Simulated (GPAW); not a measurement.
# SiO (SMILES O=[Si]): a chain of runs

Aim: a geometry optimisation (optPBE-vdW/plane waves), then the harmonic vibrations (optPBE-vdW/plane waves) of SiO. Input form: an ASE script.

The results are computed with GPAW 26.7.0.

4 further runs of the same task are left out: 1 that didn't finish, 3 set aside as unsound or not needed.

## 1. The system as given

The species is SiO (2 atoms), meant as a singlet with charge 0. As SMILES, `O=[Si]`. The shape is that of a PBE0-D4/def2-TZVP optimisation. The run starts from this shape.

Bond lengths: O1–Si2 1.509 Å.

## 2. A structure relaxation at optPBE-vdW/plane waves (scalar-relativistic datasets, plane-wave cutoff 450 eV) (run 1)

File gs_relax.py:

```python
import numpy as np
from ase import Atoms
from ase.io import write
from ase.optimize import BFGSLineSearch
from ase.units import Bohr
from gpaw import GPAW, PW

# Structure
positions_bohr = np.array(
              [[ -1.210748,   0.437472,  -0.612271],
               [  1.210748,  -0.437472,   0.612271]])
molecule = Atoms('OSi', positions=positions_bohr * Bohr)
molecule.center(vacuum=4.5)

# DFT calculator
dft = GPAW(mode=PW(450),
           xc={'name': 'optPBE-vdW', 'backend': 'libvdwxc'},
           maxiter=120,
           symmetry='off',
           txt='-')
molecule.calc = dft

opt = BFGSLineSearch(molecule, trajectory='gs.traj')
converged = opt.run(fmax=0.02, steps=60)
print('Converged:', converged)
print(f'Final energy            {molecule.get_potential_energy():.5f} eV')
print(f'r(Si1-O0): {molecule.get_distance(1, 0):.4f} Ang')
write('relaxed.xyz', molecule)
```

Launch:

```bash
$ python3 -u gs_relax.py | tee gs_relax.out
```

The log of the run:

```text
[...]
  mode=PW(ecut=450.00000000000006),
[...]
Number of symmetries: 1
[...]
  Number of IBZ points: 1
[...]
Cutoff: 450.00000000000006 eV
Spin-components: 1 (collinear spins)
Bands:           8
[...]
  Valence electrons: 10.0
[...]
  Grid points: [54 48 48]
  Charge: 0.0  # |e|
[...]
    cutoffs:
[...]
occupation numbers:
  # Zero width
[...]
xc functional:
  name: vdW-optPBE with libvdwxc
[...]
|iter     |     time |      energy | eigst |  dens |
[...]
|iter:   1| 00:00:08 |  -24.866179 | +0.05 |       |
[...]
Converged in 10 steps
[...]
dipole moment: (0.536182, -0.194288, 0.272077)  # |e|*Ang
Fermi level: -4.957
[...]
Converged in 12 steps
[...]
Converged in 6 steps
[...]
Converged in 7 steps
[...]
Converged in 7 steps
[...]
|iter:   8| 00:08:12 |  -21.965004c| -7.98c| -4.50c|
Converged in 8 steps
[...]
Energy contributions relative to reference atoms: (reference = -9927.196551)
Energy contributions:
  Kinetic:          10.457227
  Coulomb:         -11.525649
  Zero:             -0.050349
  External:          0.000000
  Xc:              -20.846233
  Entropy:           0.000000
  Spinorbit:         0.000000
  ----------------------------
  Free energy:     -21.965004
  Extrapolated:    -21.965004
dipole moment: (0.529878, -0.196989, 0.328321)  # |e|*Ang
Fermi level: -5.007
Eigenvalues  # (at kpt = [0.000, 0.000, 0.000])
| band index |      eig [eV] | occ [0-2] |
|------------|---------------|-----------|
|          0 |       -23.130 |     2.000 |
|          1 |       -10.550 |     2.000 |
|          2 |        -7.759 |     2.000 |
|          3 |        -7.757 |     2.000 |
|          4 |        -7.267 |     2.000 |
|          5 |        -2.746 |     0.000 |
|          6 |        -2.744 |     0.000 |
|          7 |        -0.591 |     0.000 |
Gap: 4.522 eV
Transition (v -> c):
[...]
Forces  # eV/Ang
|        x |        y |       z |
|----------|----------|---------|
| -0.00293 | -0.00230 | 0.00320 |  # O    0
|  0.01152 | -0.00909 | 0.01192 |  # Si   1
Force computation time: 0.237  # s
BFGSLineSearch:    8[ 13] hh:mm:ss      -21.965004       0.0189
Converged: True
Final energy            -21.96500 eV
r(Si1-O0): 1.5402 Ang
```

Wall time 8.2 min (1 thread of AMD EPYC (Zen 3), shared host); peak memory 0.55 GiB.

Step by step:

| step | energy from the first frame kept (eV) | largest force (eV/Å) |
| --- | --- | --- |
| 0 | 0.0000 | 1.8505 |
| 1 | -0.0277 | 0.2794 |
| 2 | -0.0287 | 0.0549 |
| 3 | -0.0300 | 0.3334 |
| 4 | -0.0311 | 0.4533 |
| 5 | -0.0326 | 0.2881 |
| 6 | -0.0335 | 0.0261 |
| 7 | -0.0337 | 0.1130 |
| 8 | -0.0341 | 0.0189 |

After the run. Bond lengths: O1–Si2 1.540 Å.

## 3. The harmonic vibrations at optPBE-vdW/plane waves (scalar-relativistic datasets, plane-wave cutoff 450 eV, shape linear) (run 2)

File relaxed.xyz:

```xyz
2
Lattice="10.281400498671498 0.0 0.0 0.0 9.463000425319569 0.0 0.0 0.0 9.647999719778268" Properties=species:S:1:pos:R:3:magmoms:R:1:forces:R:3 free_energy=-21.96500385707289 energy=-21.96500385707289 dipole="0.5298777350775344 -0.19698887639429796 0.32832091900763727" magmom=0.0 pbc="F F F"
O        4.54396071       4.94327994       4.40453144       0.00000000      -0.00292515      -0.00230101       0.00319637
Si       5.79357770       4.48039071       5.17673301       0.00000000       0.01151747      -0.00908764       0.01192220
```

File run.py:

```python
from ase.io import read
from ase.thermochemistry import IdealGasThermo
from ase.vibrations import Vibrations
from gpaw import GPAW, PW

# Geometry
atoms = read("relaxed.xyz")

# Calculator
calculator = GPAW(mode=PW(450),
                  convergence={"density": 1e-05},
                  maxiter=120,
                  xc={"name": "optPBE-vdW", "backend": "libvdwxc"},
                  symmetry="off",
                  txt="osi.txt")
atoms.calc = calculator

energy = atoms.get_potential_energy()
vib = Vibrations(atoms, delta=0.01)
vib.run()
vib.summary()
freqs = vib.get_frequencies()
zpe = vib.get_zero_point_energy()

thermo = IdealGasThermo(vib_energies=vib.get_energies(), potentialenergy=energy, atoms=atoms, geometry="linear",
                        symmetrynumber=1, spin=0.0, ignore_imag_modes=True)
H = thermo.get_enthalpy(1000.0, verbose=False)
S = thermo.get_entropy(1000.0, 101325.0, verbose=False)
G = thermo.get_gibbs_energy(temperature=1000.0, pressure=101325.0)
```

Launch:

```bash
$ OMP_NUM_THREADS=1 python run.py
```

The log of the run:

```text
---------------------
  #    meV     cm^-1
---------------------
  0    1.5i     12.5i
  1    1.0i      7.7i
  2    7.7      61.9
  3   17.5     141.2
  4   21.9     176.9
  5  148.1    1194.1
---------------------
Zero-point energy: 0.098 eV
Enthalpy components at T = 1000.00 K:
===============================
Enthalpy components at T = 1000.00 K:
===============================
E_pot                -21.965 eV
E_ZPE                  0.074 eV
Cv_trans (0->T)        0.129 eV
Cv_rot (0->T)          0.086 eV
Cv_vib (0->T)          0.032 eV
-------------------------------
U                    -21.643 eV
===============================
(C_v -> C_p)           0.086 eV
-------------------------------
H                    -21.557 eV
===============================

Entropy components at T = 1000.00 K and P = 101325.0 Pa:
=================================================
{"":15s}{"S":13s}     {"T*S:13s}
S_trans (1 bar)    0.0018783 eV/K        1.878 eV
S_rot              0.0006812 eV/K        0.681 eV
S_elec             0.0000000 eV/K        0.000 eV
S_vib              0.0000494 eV/K        0.049 eV
S (1 bar -> P)    -0.0000011 eV/K       -0.001 eV
-------------------------------------------------
S                  0.0026077 eV/K        2.608 eV
=================================================

Free energy components at T = 1000.00 K and P = 101325.0 Pa:
=======================
    H        -21.557 eV
 -T*S         -2.608 eV
-----------------------
    G        -24.165 eV
=======================
```

osi.txt:

```text
__  _  _
 | _ |_)|_||  |
 |__||  | ||/\| - 26.7.0

units:  Angstrom and eV
cores:  1
OpenMP: False

Versions:
  Python: 3.12.14
  ASE:    3.29.0
  Numpy:  2.5.5
  Scipy:  1.18.1
  Libxc:  7.0.0

Input parameters:
  mode=PW(ecut=450.00000000000006),
  convergence={'density': 1e-05},
  maxiter=120,
  symmetry=Symmetry(point_group=False, time_reversal=False),
  xc=XC(name='optPBE-vdW', backend='libvdwxc')

Diagonalizing LCAO Hamiltonian
Converting LCAO to pw mode
       .------------------------.
      /|                        |
     / |                        |
    /  |                        |
   /   |                        |
  /    |                        |
 *     |                        |
 |     |                        |
 |     |                        |
 |     |       O  Si            |
 |     |                        |
 |     |                        |
 |     .------------------------.
 |    /                        /
 |   /                        /
 |  /                        /
 | /                        /
 |/                        /
 *------------------------*

[... 109 lines left out ...]
Reference energy: -9927.196551  # eV
[... 16 lines left out ...]
  Fourier metric: weight=20.0, sigma=0.015
[... 19 lines left out ...]
- Maximum [total energy] change in last 3 cyles: 0.0005 eV / valence electron
[... 25 lines left out ...]
  Free energy:     -21.965004
[... 92 lines left out ...]
convergence criteria:
[... 14 lines left out ...]
Converged in 9 steps
[... 15 lines left out ...]
dipole moment: (0.528848, -0.196582, 0.323421)  # |e|*Ang
[... 61 lines left out ...]
- Maximum [total energy] change in last 3 cyles: 0.0005 eV / valence electron
[... 12 lines left out ...]
Converged in 9 steps
SCF loop duration: 39.087 s (4.343 s/step)
Energy contributions relative to reference atoms: (reference = -9927.196551)

Energy contributions:
  Kinetic:           9.958745
  Coulomb:         -11.119636
  Zero:             -0.049907
  External:          0.000000
  Xc:              -20.753660
  Entropy:           0.000000
  Spinorbit:         0.000000
  ----------------------------
  Free energy:     -21.964458
  Extrapolated:    -21.964458

dipole moment: (0.530948, -0.197371, 0.333281)  # |e|*Ang

Fermi level: -5.014
Eigenvalues  # (at kpt = [0.000, 0.000, 0.000])
| band index |      eig [eV] | occ [0-2] |
|------------|---------------|-----------|
|          0 |       -23.101 |     2.000 |
|          1 |       -10.560 |     2.000 |
|          2 |        -7.738 |     2.000 |
[... 4 lines of this table left out ...]
|          7 |        -0.593 |     0.000 |

Gap: 4.508 eV
Transition (v -> c):
  (s=0, k=0, n=4, [0.00, 0.00, 0.00]) -> (s=0, k=0, n=5, [0.00, 0.00, 0.00])
No difference between direct/indirect transitions
vacuum-level: 0.291  # V

Forces  # eV/Ang
|        x |        y |        z |
|----------|----------|----------|
|  0.21011 | -0.08122 |  0.13615 |  # O    0
| -0.20147 |  0.06971 | -0.12129 |  # Si   1

Force computation time: 0.255  # s

timing:  # [seconds]
  Total:  507.059  # ━━━━━━━━━━━━━━━━━━━━━━━━━━━━━━━━━━━━━━━━━━━━━━━━━━━━━━━━
  Init:     6.897  # ━
  SCF:    449.126  # ━━━━━━━━━━━━━━━━━━━━━━━━━━━━━━━━━━━━━━━━━━━━━━━━━╸
  Forces:   3.199  # ╸
  Move:    45.677  # ━━━━━
```

Wall time 8.5 min (1 thread of AMD EPYC (Zen 3), shared host); peak memory 0.57 GiB.

## 4. What came out

| quantity | value |
| --- | --- |
| run 1, optPBE-vdW/plane waves: energy as printed (from the program's reference atoms) | -21.9650 eV |
| run 1, optPBE-vdW/plane waves: dipole moment | 3.14 D |
| run 1, optPBE-vdW/plane waves: HOMO energy (from the vacuum level) | -7.56 eV |
| run 1, optPBE-vdW/plane waves: LUMO energy (from the vacuum level) | -3.04 eV |
| run 1, optPBE-vdW/plane waves: HOMO–LUMO gap | 4.52 eV |
| run 1, optPBE-vdW/plane waves: bond length | 1.540 Å |
| run 2, optPBE-vdW/plane waves: harmonic wavenumber | 1194 cm⁻¹ |
| run 2, optPBE-vdW/plane waves: zero-point energy | 7.1 kJ/mol |
| run 2, optPBE-vdW/plane waves: ideal-gas entropy at 1000 K and 101325 Pa (symmetry number 1 as used) | 60.1 cal/(mol K) |

The optimisation (run 1, optPBE-vdW/plane waves) took 8 steps and changed the energy by -0.034 eV. The one mode (run 2, optPBE-vdW/plane waves) is real, so the shape is a minimum at this level.
